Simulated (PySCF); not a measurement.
CH2ClF.
Atom-mapped SMILES: `[F:1][CH2:2][Cl:3]` (hydrogens: H4, H5 on C2)

The same species was optimised twice, with GFN2-xTB and with PBE0-D3(BJ)/def2-SVP (PySCF), and the same property calculations (PySCF, gas phase) were run on both structures.

| coordinate | GFN2-xTB | PBE0-D3(BJ)/def2-SVP | change |
| --- | --- | --- | --- |
| C2–H4 (Å) | 1.093 | 1.100 | +0.007 |
| C2–H5 (Å) | 1.093 | 1.100 | +0.007 |
| F1–C2 (Å) | 1.350 | 1.345 | -0.005 |
| C2–Cl3 (Å) | 1.777 | 1.773 | -0.004 |
| F1–C2–H4 (°) | 108.3 | 109.8 | +1.5 |
| F1–C2–H5 (°) | 108.3 | 109.8 | +1.5 |
| Cl3–C2–H5 (°) | 108.8 | 107.4 | -1.4 |
| H4–C2–H5 (°) | 112.7 | 111.3 | -1.4 |
| Cl3–C2–H4 (°) | 108.8 | 107.4 | -1.4 |
| F1–C2–Cl3 (°) | 110.0 | 111.1 | +1.1 |

Rotational constants: A = 42247, B = 5712, C = 5205 MHz (GFN2-xTB) against A = 42931, B = 5676, C = 5184 MHz (PBE0-D3(BJ)/def2-SVP). Point groups within 0.08 Å: Cs and Cs.

On the GFN2-xTB structure: HOMO (eV) -8.88 [PBE0/pcSseg-1]; LUMO (eV) 0.64 [PBE0/pcSseg-1]; dipole (D) 1.99 [PBE0/pcSseg-1]; GIAO shielding of F1 (ppm) 357.4 [PBE0/pcSseg-1]; GIAO shielding of C2 (ppm) 88.1 [PBE0/pcSseg-1]; GIAO shielding of Cl3 (ppm) 756.4 [PBE0/pcSseg-1].

**Question.** What do these properties become on the PBE0-D3(BJ)/def2-SVP structure?

**Answer.** 
```
                                    property          level  on GFN2-xTB  on PBE0-D3(BJ)/def2-SVP  change
                                   HOMO (eV)  PBE0/pcSseg-1        -8.88                    -8.84   +0.04
                                   LUMO (eV)  PBE0/pcSseg-1         0.64                     0.69   +0.05
                                  dipole (D)  PBE0/pcSseg-1         1.99                     1.96   -0.03
energy, GFN2-xTB geometry as zero (kcal/mol)  PBE0/pcSseg-1          0.0                      0.0     0.0
                  GIAO shielding of F1 (ppm)  PBE0/pcSseg-1        357.4                    359.9    +2.5
                  GIAO shielding of C2 (ppm)  PBE0/pcSseg-1         88.1                     89.5    +1.4
                 GIAO shielding of Cl3 (ppm)  PBE0/pcSseg-1        756.4                    759.6    +3.2
```

The heavy atoms differ by 0.008 Å rms after alignment. Among all bonds C2–H4 and C2–H5 change most and about equally (+0.007 Å). Changes are differences of the printed values. Neither structure is proved a minimum here.
